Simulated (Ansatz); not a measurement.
Species: acetic acid, C2H4O2, charge 0, multiplicity 1. SMILES: OC(=O)C
Geometry from a B3LYP-D3(BJ)/def2-TZVP (Ansatz, a first-principles code) optimisation:
```xyz
8

C     -0.0002     0.1555     0.0020
O      0.1796     1.3444     0.0215
O     -1.2408    -0.3915    -0.0081
H     -1.8728     0.3444     0.0037
C      1.0672    -0.8999    -0.0128
H      2.0452    -0.4283    -0.0186
H      0.9651    -1.5397     0.8649
H      0.9497    -1.5333    -0.8929
```

Parts of the frozen-core correlation energy in aug-cc-pVDZ (Ansatz, hartree). Frozen orbitals: 4; correlated occupied orbitals by spin: 12 and 12; virtual: 112 and 112. Spin-orbit coupling is left out. Non-relativistic.

```tsv
term	value
reference (HF)	-227.84971
MP2 opposite-spin	-0.49814
MP2 same-spin	-0.17562
CCSD correlation	-0.69722
(T)	-0.02445
T1 diagnostic	0.016
largest doubles amplitude	0.052
```
